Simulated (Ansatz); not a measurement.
System: HgS (P3₂21, No. 154). Method: PBEsol+SOC (Ansatz, a program for electronic structure, plane waves, PAW).

Settings: plane-wave cutoff 520 eV, 12×12×4 k mesh (along the axes of the cell as run), Fermi–Dirac smearing 0.01 eV, PAW data made under PBE.

The cell is scaled about its equilibrium volume:

Shape and atoms are relaxed at each volume.

| V (Å³/atom) | P (GPa) | direct gap at Γ (eV) | smallest gap on the k mesh (eV) | c (Å) |
|---|---|---|---|---|
| 22.270 | 1.01 | 1.131 | 1.069 | 9.312 |
| 22.734 | 0.44 | 1.222 | 1.164 | 9.346 |
| 23.198 | 0.00 | 1.317 | 1.264 | 9.378 |
| 23.662 | -0.36 | 1.411 | 1.362 | 9.408 |
| 24.126 | -0.64 | 1.502 | 1.455 | 9.440 |

The fundamental gap (1.26 eV at the equilibrium volume, with added k points) lies elsewhere than Γ–Γ.

Note: the bulk modulus comes from volumes at which shape and atoms were relaxed.
